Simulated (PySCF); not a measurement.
Species: C5H5O (doublet state).
Geometry (GFN2-xTB, Å), atoms numbered from 1 in this order:
```xyz
11
C5H5O angstrom
C      2.800   -0.184    0.108
C      1.499    0.074    0.298
C      0.296    0.290    0.451
C     -1.075    0.583    0.672
C     -2.018   -0.248   -0.169
O     -1.448    1.427    1.465
H      3.552    0.354    0.658
H      3.120   -0.932   -0.597
H     -1.865   -1.305    0.044
H     -3.046    0.027    0.053
H     -1.812   -0.082   -1.225
```

The hyperfine couplings belong to this conformer and change with its torsions.

The species is `C(C#C[CH2])(C)=O` [radical].

Computed with PySCF 2.14.0, UKS B3LYP, pcH-1 on C H O, non-relativistic, mean-field spin-orbit, GIAO. Geometry: GFN2-xTB; no solvent, vibrations or thermal averaging. A GFN2-xTB geometry isn't a minimum of the functional, and hyperfine couplings can be far from their values at a DFT geometry. Stability of the SCF solution: not tested. ⟨S²⟩ is 0.776 where a pure state has 0.75.

**Question.** Give the principal g shifts and their parts.

**Answer.** 
| Δg (ppm) | 1 | 2 | 3 |
| --- | --- | --- | --- |
| relativistic mass correction | -168 | -168 | -168 |
| gauge correction | -6 | 34 | 36 |
| orbital Zeeman/spin–orbit | -17 | 1553 | 3707 |
| total | -191 | 1419 | 3575 |

So g = 2.00213, 2.00374, 2.00589 and g_iso = 2.00392; the tensor is rhombic: the two nearest values differ by 43 % of g3 − g1. Axes: g3 points within 12° of the C1–H8 bond.

**Question.** At 9.443 GHz, how far is the centre of the isotropic spectrum from where a free electron (g = 2.002319) resonates?

**Answer.** B = hν/(g μB) with μB/h = 13.99624 MHz/mT gives 336.95 mT for the free electron and 336.68 mT at g_iso, 0.27 mT lower.

**Question.** How much does each term add to the isotropic shift?

**Answer.** The orbital-Zeeman/spin–orbit term 1748, the mass correction -168 and the gauge correction 22 ppm, for a total of 1601 ppm. The orbital-Zeeman/spin–orbit term is the largest in size. The mass correction is the same along every axis, so the anisotropy comes from the other two: their spans along these axes are 41 (gauge) and 3725 ppm (orbital Zeeman/spin–orbit).

**Question.** In a frozen sample, at which fields do the three g values resonate at 9.5, 34, 94 and 263 GHz (hyperfine left aside), and which band first spreads them over more than twice a line width of 0.5 mT?

**Answer.** 
| band | GHz | B(g3) mT | B(g2) mT | B(g1) mT | spread mT |
| --- | --- | --- | --- | --- | --- |
| X | 9.5 | 338.38 | 338.74 | 339.02 | 0.64 |
| Q | 34.0 | 1211.04 | 1212.35 | 1213.32 | 2.28 |
| W | 94.0 | 3348.18 | 3351.78 | 3354.47 | 6.30 |
| J | 263.0 | 9367.77 | 9377.85 | 9385.39 | 17.62 |

The spread grows in proportion to the frequency. Q band is the first where it exceeds 1.0 mT.

Largest spin populations (Mulliken): C1 (+0.71), C3 (+0.51), C2 (-0.25) and O6 (+0.18). Three atoms exceed +0.15. The positive populations add up to 1.39 and the negative ones to -0.39, together 2S = 1. The angles at C1 add up to 360.0°, so it is planar; its axial dipolar tensor and the negative couplings of its protons fit spin in a p orbital normal to that plane.

The HOMO–LUMO gaps are 5.49 eV among the α and 3.53 eV among the β orbitals.
